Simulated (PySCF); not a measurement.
Calculation: B3LYP-D3(BJ)/def2-TZVP (PySCF). Gas-phase values, no solvent. B3LYP has the VWN-RPA correlation part, as in Gaussian. Delta-SCF ions had no search for a lower state. Excitations are Tamm–Dancoff values on a coarser integration grid. The basis has no diffuse functions, so Rydberg states are missing or too high.

Reference species (SMILES): `[Br][Al]([Br])[Br]` (neutral, multiplicity 1).

```yaml
vertical ionisation energy (Delta-SCF): 10.40 eV
S1 oscillator strength: 0.000
LUMO: -1.87 eV
T1 excitation (TDA): 5.22 eV
```

Changed species: `[F][Al]([F])[F]` (0 of 3 F replaced by Br; the reference has 3 of 3 F replaced by Br).

### Question
Predict the effect on the vertical ionisation energy (Delta-SCF), S1 oscillator strength, LUMO and T1 excitation (TDA).

### Answer
the vertical ionisation energy (Delta-SCF) increases by 3.92 eV, to 14.32 eV; the S1 oscillator strength stays essentially unchanged; the LUMO falls by 0.05 eV, to -1.92 eV; the T1 excitation (TDA) rises by 2.67 eV, to 7.89 eV.
